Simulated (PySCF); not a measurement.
# Nitrogen trifluoride (NF₃): NMR shifts at several levels of theory, part 2 of 2

PySCF 2.14.0. Atoms count from 0.

### 11 NMR shieldings: B97-D/pcSseg-2

What the job is given:

```
{"job": {"kind": "nmr", "xc": "B97-D", "basis": "pcSseg-2", "pop": false}, "charge": 0, "multiplicity": 1}
F     -0.551377     1.072762    -0.165755
N      0.007593    -0.003079     0.432855
F     -0.644403    -1.033105    -0.151295
F      1.226177    -0.061947    -0.148815
```

Method: GIAO B97-D/pcSseg-2 NMR shielding, non-relativistic, gas phase.

Log:

```text
coarse grid: 4320 points
cycle   1  E = -353.8747798828  dE =  7.258e-01  |g| = 1.166e+00  |ddm| = 1.440e+00
cycle   2  E = -352.7534640037  dE =  1.121e+00  |g| = 2.953e+00  |ddm| = 1.299e+00
cycle   3  E = -354.0871234614  dE = -1.334e+00  |g| = 8.213e-02  |ddm| = 9.782e-01
cycle   4  E = -354.0876933516  dE = -5.699e-04  |g| = 4.571e-02  |ddm| = 9.646e-02
cycle   5  E = -354.0880908380  dE = -3.975e-04  |g| = 7.409e-03  |ddm| = 3.512e-02
cycle   6  E = -354.0880973937  dE = -6.556e-06  |g| = 3.068e-03  |ddm| = 4.495e-03
final grid: 45808 points
cycle   7  E = -354.0710309014  dE =  3.190e-05  |g| = 3.427e-02  |ddm| = 2.851e-02
cycle   8  E = -354.0703422030  dE =  6.887e-04  |g| = 7.513e-02  |ddm| = 3.651e-02
cycle   9  E = -354.0711901130  dE = -8.479e-04  |g| = 5.235e-03  |ddm| = 2.718e-02
cycle  10  E = -354.0711950805  dE = -4.967e-06  |g| = 3.298e-04  |ddm| = 3.266e-03
cycle  11  E = -354.0711950833  dE = -2.853e-09  |g| = 2.930e-04  |ddm| = 2.420e-04
cycle  12  E = -354.0711950969  dE = -1.353e-08  |g| = 2.708e-05  |ddm| = 1.334e-04
cycle  13  E = -354.0711950970  dE = -1.136e-10  |g| = 2.339e-06  |ddm| = 1.340e-05
converged SCF energy = -354.0711950970

GIAO shielding tensors (ppm)
atom      isotropic    diamagn.    paramagn.     s11        s22        s33       span
  0 F       47.057     471.846    -424.789   -160.448     20.994    280.624    441.072
  1 N     -151.414     293.159    -444.573   -181.519   -181.132    -91.590     89.929
  2 F       47.234     471.826    -424.592   -159.962     21.328    280.336    440.298
  3 F       47.441     471.803    -424.362   -159.531     21.730    280.125    439.656
```

Run time: 5.5 s. Hardware: 1 thread of Arm Neoverse V2, shared host; peak memory 0.57 GiB.

In short: δ F0 106.9, N1 409.3 ppm (means over like atoms).

### 12 NMR shieldings: B3LYP/pcSseg-2

What the job is given:

```
{"job": {"kind": "nmr", "xc": "B3LYP", "basis": "pcSseg-2", "pop": false}, "charge": 0, "multiplicity": 1}
F     -0.551377     1.072762    -0.165755
N      0.007593    -0.003079     0.432855
F     -0.644403    -1.033105    -0.151295
F      1.226177    -0.061947    -0.148815
```

With the program's defaults for keys left out, this is: GIAO B3LYP/pcSseg-2 NMR shielding, non-relativistic, gas phase.

Log:

```text
coarse grid: 4320 points
cycle   1  E = -354.0408812622  dE =  7.037e-01  |g| = 1.127e+00  |ddm| = 1.484e+00
cycle   2  E = -353.3867332267  dE =  6.541e-01  |g| = 2.415e+00  |ddm| = 1.155e+00
cycle   3  E = -354.2496177694  dE = -8.629e-01  |g| = 6.285e-02  |ddm| = 7.617e-01
cycle   4  E = -354.2500950051  dE = -4.772e-04  |g| = 3.294e-02  |ddm| = 3.993e-02
cycle   5  E = -354.2502308778  dE = -1.359e-04  |g| = 5.511e-03  |ddm| = 1.274e-02
cycle   6  E = -354.2502362842  dE = -5.406e-06  |g| = 1.222e-03  |ddm| = 4.493e-03
final grid: 45808 points
cycle   7  E = -354.2419947408  dE = -1.690e-05  |g| = 1.758e-03  |ddm| = 1.058e-02
cycle   8  E = -354.2419943892  dE =  3.516e-07  |g| = 2.329e-03  |ddm| = 2.071e-03
cycle   9  E = -354.2419951557  dE = -7.664e-07  |g| = 5.114e-04  |ddm| = 1.096e-03
cycle  10  E = -354.2419951916  dE = -3.589e-08  |g| = 1.340e-04  |ddm| = 2.765e-04
cycle  11  E = -354.2419951942  dE = -2.677e-09  |g| = 1.176e-05  |ddm| = 8.080e-05
cycle  12  E = -354.2419951943  dE = -2.399e-11  |g| = 1.891e-06  |ddm| = 8.782e-06
converged SCF energy = -354.2419951943

GIAO shielding tensors (ppm)
atom      isotropic    diamagn.    paramagn.     s11        s22        s33       span
  0 F       53.116     471.034    -417.917   -170.376     28.464    301.261    471.637
  1 N     -154.580     291.032    -445.613   -187.662   -187.235    -88.844     98.818
  2 F       53.320     471.016    -417.695   -169.873     28.843    300.991    470.864
  3 F       53.532     470.994    -417.463   -169.423     29.223    300.795    470.218
```

It took 4.1 s on 1 thread of Arm Neoverse V2, shared host; peak memory 0.59 GiB.

Key values: δ F0 116.4, N1 413.1 ppm (means over like atoms).

### 13 Nuclear shieldings: PBE0/pcSseg-2

What the job is given:

```
{"job": {"kind": "nmr", "xc": "PBE0", "basis": "pcSseg-2", "pop": false}, "charge": 0, "multiplicity": 1}
F     -0.551377     1.072762    -0.165755
N      0.007593    -0.003079     0.432855
F     -0.644403    -1.033105    -0.151295
F      1.226177    -0.061947    -0.148815
```

With the program's defaults for keys left out, this is: GIAO PBE0/pcSseg-2 NMR shielding, non-relativistic, gas phase.

Log:

```text
coarse grid: 4320 points
cycle   1  E = -353.7049922622  dE =  6.911e-01  |g| = 1.091e+00  |ddm| = 1.467e+00
cycle   2  E = -353.2063104314  dE =  4.987e-01  |g| = 2.166e+00  |ddm| = 1.077e+00
cycle   3  E = -353.9045933217  dE = -6.983e-01  |g| = 6.148e-02  |ddm| = 6.834e-01
cycle   4  E = -353.9050630822  dE = -4.698e-04  |g| = 3.467e-02  |ddm| = 4.327e-02
cycle   5  E = -353.9052136290  dE = -1.505e-04  |g| = 4.491e-03  |ddm| = 1.453e-02
cycle   6  E = -353.9052174396  dE = -3.811e-06  |g| = 9.681e-04  |ddm| = 3.657e-03
final grid: 45808 points
cycle   7  E = -353.9018744907  dE = -3.048e-05  |g| = 2.333e-03  |ddm| = 1.416e-02
cycle   8  E = -353.9018736379  dE =  8.528e-07  |g| = 3.321e-03  |ddm| = 2.599e-03
cycle   9  E = -353.9018754523  dE = -1.814e-06  |g| = 5.455e-04  |ddm| = 1.466e-03
cycle  10  E = -353.9018754900  dE = -3.769e-08  |g| = 1.463e-04  |ddm| = 2.849e-04
cycle  11  E = -353.9018754930  dE = -3.064e-09  |g| = 2.286e-05  |ddm| = 8.403e-05
cycle  12  E = -353.9018754931  dE = -4.610e-11  |g| = 1.859e-05  |ddm| = 1.879e-05
converged SCF energy = -353.9018754931

GIAO shielding tensors (ppm)
atom      isotropic    diamagn.    paramagn.     s11        s22        s33       span
  0 F       66.242     470.351    -404.109   -153.066     45.063    306.728    459.794
  1 N     -139.077     292.210    -431.287   -171.138   -170.718    -75.375     95.763
  2 F       66.439     470.334    -403.895   -152.569     45.424    306.463    459.032
  3 F       66.648     470.311    -403.663   -152.132     45.806    306.272    458.403
```

It took 4 s on 1 thread of Arm Neoverse V2, shared host; peak memory 0.59 GiB.

This run: δ F0 109.4, N1 400.8 ppm (means over like atoms).

### 14 Shielding tensors: mPW1PW91/pcSseg-2

What the job is given:

```
{"job": {"kind": "nmr", "xc": "mPW1PW91", "basis": "pcSseg-2", "pop": false}, "charge": 0, "multiplicity": 1}
F     -0.551377     1.072762    -0.165755
N      0.007593    -0.003079     0.432855
F     -0.644403    -1.033105    -0.151295
F      1.226177    -0.061947    -0.148815
```

With the program's defaults for keys left out, this is: GIAO mPW1PW91/pcSseg-2 NMR shielding, non-relativistic, gas phase.

Log:

```text
coarse grid: 4320 points
cycle   1  E = -353.9539843447  dE =  6.942e-01  |g| = 1.107e+00  |ddm| = 1.450e+00
cycle   2  E = -353.4394734811  dE =  5.145e-01  |g| = 2.199e+00  |ddm| = 1.078e+00
cycle   3  E = -354.1584190858  dE = -7.189e-01  |g| = 5.822e-02  |ddm| = 6.881e-01
cycle   4  E = -354.1588540267  dE = -4.349e-04  |g| = 3.182e-02  |ddm| = 4.012e-02
cycle   5  E = -354.1589801020  dE = -1.261e-04  |g| = 4.468e-03  |ddm| = 1.270e-02
cycle   6  E = -354.1589839246  dE = -3.823e-06  |g| = 1.013e-03  |ddm| = 3.607e-03
final grid: 45808 points
cycle   7  E = -354.1539568361  dE = -2.513e-05  |g| = 1.445e-03  |ddm| = 1.568e-02
cycle   8  E = -354.1539568421  dE = -6.059e-09  |g| = 1.424e-03  |ddm| = 1.190e-03
cycle   9  E = -354.1539571004  dE = -2.583e-07  |g| = 5.007e-04  |ddm| = 7.224e-04
cycle  10  E = -354.1539571369  dE = -3.652e-08  |g| = 1.050e-04  |ddm| = 2.421e-04
cycle  11  E = -354.1539571388  dE = -1.875e-09  |g| = 1.172e-05  |ddm| = 6.909e-05
cycle  12  E = -354.1539571388  dE = -3.342e-11  |g| = 7.229e-06  |ddm| = 1.583e-05
converged SCF energy = -354.1539571388

GIAO shielding tensors (ppm)
atom      isotropic    diamagn.    paramagn.     s11        s22        s33       span
  0 F       66.375     470.447    -404.072   -153.742     45.197    307.671    461.413
  1 N     -141.379     292.567    -433.946   -173.802   -173.381    -76.955     96.847
  2 F       66.573     470.430    -403.858   -153.246     45.556    307.408    460.654
  3 F       66.786     470.408    -403.622   -152.804     45.945    307.218    460.021
```

Wall time 4.1 s (1 thread of Arm Neoverse V2, shared host); peak memory 0.66 GiB.

This run: δ F0 110.6, N1 401.9 ppm (means over like atoms).

### 15 Side by side: NMR shifts

Shifts (ppm), means over like atoms, with basis size and wall time:

```
              run     F0     N1  functions   time
      HF/pcSseg-2  112.6  353.1        144  1.9 s
     LDA/pcSseg-2  109.1  431.8        144  4.4 s
     PBE/pcSseg-2  105.7  417.3        144  5.7 s
    BLYP/pcSseg-2  113.6  426.2        144  5.4 s
    BP86/pcSseg-2  106.0  416.0        144  5.7 s
    OPBE/pcSseg-2   96.3  396.3        144  5.6 s
     KT2/pcSseg-2   91.7  399.0        144  5.8 s
     KT3/pcSseg-2   96.0  395.9        144  5.7 s
   B97-D/pcSseg-2  106.9  409.3        144  5.5 s
   B3LYP/pcSseg-2  116.4  413.1        144  4.1 s
    PBE0/pcSseg-2  109.4  400.8        144    4 s
mPW1PW91/pcSseg-2  110.6  401.9        144  4.1 s
```

### 16 Outcome

This closing draws on all 2 parts.

| quantity | value |
| --- | --- |
| point group | C3v |
| rotational constants (main isotopes) | 10.97, 10.95, 5.99 GHz |
| ¹⁹F shifts against CFCl3 (HF/pcSseg-2, means over atoms taken as alike) | 112.6 ppm |
| ¹⁵N shifts against NH3 (HF/pcSseg-2) | 353.1 ppm |
| measured, and computed on the same scale | F0 σ 49.9, 132.6 ppm |
| range of the shift of N1 | 353.1 to 431.8 ppm |

Single values in the summary come from the first run of each kind that ended normally (HF/pcSseg-2), which need not be the best level. Relaxing lowered the energy by 0.047 eV in 5 steps; the close pair that moved most is N1–F3, from 1.395 to 1.352 Å. At HF/pcSseg-2: The widest tensor belongs to F0, F2, F3: span 461 ppm, with a paramagnetic part of -336 ppm. The one measured ¹⁹F shielding is missed by +82.7 ppm (computed less measured, unscaled). Vibration and temperature are missing from the calculation, so part of the miss against the measured shifts is not the functional's. Across the 12 runs the shift of N1 moves most, between 353.1 (HF/pcSseg-2) and 431.8 ppm (LDA/pcSseg-2). For the one measured ¹⁹F shielding, KT3/pcSseg-2 misses least (1.0 ppm, 5.7 s) and HF/pcSseg-2 most (82.7 ppm, 1.9 s). One molecule ranks no method: errors cancel, and vibration and temperature are missing from all runs.
